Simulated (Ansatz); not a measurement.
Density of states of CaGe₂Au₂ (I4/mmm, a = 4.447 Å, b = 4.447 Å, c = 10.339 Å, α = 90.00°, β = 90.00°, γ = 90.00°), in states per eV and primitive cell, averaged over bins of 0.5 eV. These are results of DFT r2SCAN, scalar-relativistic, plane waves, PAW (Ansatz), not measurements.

Plane waves to 500 eV, a k mesh through Γ of 12×12×12 on the computed 5-atom cell and Gaussian smearing (0.10 eV); no spin polarisation.

The cell is relaxed at this level. The states (both spins) are summed by tetrahedra on a 18×18×18 mesh at the self-consistent density. Energies are bin centres; the table starts no lower than −8 eV and ends at 6 eV, or lower where the solved bands end.

It is a metal at this level.

| E − E_F (eV) | total | Au 5d | Ge 4p | Au 6s | Ge 4s | Ca 4s |
| --- | --- | --- | --- | --- | --- | --- |
| -6.90 | 2.76 | 1.43 | 0.81 | 0.41 | 0.05 | 0.03 |
| -6.40 | 4.24 | 2.78 | 0.99 | 0.33 | 0.04 | 0.07 |
| -5.90 | 5.92 | 4.65 | 1.01 | 0.16 | 0.01 | 0.04 |
| -5.40 | 10.27 | 8.74 | 1.08 | 0.24 | 0.09 | 0.04 |
| -4.90 | 10.34 | 9.31 | 0.61 | 0.20 | 0.10 | 0.04 |
| -4.40 | 6.72 | 5.75 | 0.58 | 0.17 | 0.14 | 0.02 |
| -3.90 | 1.93 | 1.09 | 0.56 | 0.12 | 0.07 | 0.04 |
| -3.40 | 1.26 | 0.56 | 0.44 | 0.07 | 0.09 | 0.03 |
| -2.90 | 0.86 | 0.29 | 0.34 | 0.06 | 0.10 | 0.02 |
| -2.40 | 3.19 | 1.23 | 1.18 | 0.24 | 0.31 | 0.07 |
| -1.90 | 2.01 | 0.52 | 1.02 | 0.14 | 0.15 | 0.05 |
| -1.40 | 2.06 | 0.42 | 1.17 | 0.12 | 0.12 | 0.04 |
| -0.90 | 2.19 | 0.40 | 1.27 | 0.11 | 0.12 | 0.04 |
| -0.40 | 1.81 | 0.30 | 1.03 | 0.09 | 0.10 | 0.04 |
| 0.10 | 1.37 | 0.19 | 0.75 | 0.08 | 0.08 | 0.03 |
| 0.60 | 1.36 | 0.16 | 0.70 | 0.13 | 0.07 | 0.02 |
| 1.10 | 1.02 | 0.10 | 0.48 | 0.14 | 0.06 | 0.02 |
| 1.60 | 0.98 | 0.08 | 0.35 | 0.21 | 0.07 | 0.03 |
| 2.10 | 2.59 | 0.11 | 0.74 | 0.35 | 0.33 | 0.10 |
| 2.60 | 2.95 | 0.10 | 0.65 | 0.53 | 0.30 | 0.14 |
| 3.10 | 2.87 | 0.07 | 0.47 | 0.39 | 0.18 | 0.21 |
| 3.60 | 4.28 | 0.08 | 0.42 | 0.20 | 0.11 | 0.30 |
| 4.10 | 7.18 | 0.09 | 0.55 | 0.23 | 0.08 | 0.41 |
| 4.60 | 4.86 | 0.06 | 0.59 | 0.19 | 0.07 | 0.24 |
| 5.10 | 3.31 | 0.06 | 0.66 | 0.15 | 0.07 | 0.21 |

The columns after the total are the Löwdin projections on the occupied valence shells of the potentials. The rest of the total lies in shells that are empty in the free atom, which aren't projected, and between the atoms.

Spin-orbit coupling is left out, which matters for the bands of heavy elements.

Cost: 1 run of about 5.9 core-minutes, on Arm Neoverse V1 (shared hosts).